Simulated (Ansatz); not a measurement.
We consider rock-salt MgS, described by HSE06 (Ansatz, an electronic-structure program, PAW).

Numerical settings: plane-wave cutoff 500 eV, 8×8×8 k mesh, gaussian smearing 0.02 eV, scalar-relativistic PAW data made under PBE.

Cell (relaxed at this level):

```xyz
2
Lattice="0.0000 2.5970 2.5970 2.5970 0.0000 2.5970 2.5970 2.5970 0.0000" Properties=species:S:1:pos:R:3 pbc="T T T"
Mg     0.0000     0.0000     0.0000
S      2.5970     2.5970     2.5970
```

Give the computed band gap.


band gap: 3.82 eV (on the SCF k mesh)

The computed numbers hold no vibrational or temperature effects.

Computing time: about 3 core-minutes (a rough figure).
